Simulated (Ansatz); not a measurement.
`N=O`, charge 0, multiplicity 1.

Problem. Give a relaxed structure at PBE0-D4/def2-TZVP (Ansatz 0.2.0). (Best estimate.)

Solution. Computed: 
```xyz
3

N    -0.265    0.331    0.113
O     0.181    0.035   -0.950
H     0.083   -0.366    0.837
```
Point group Cs.
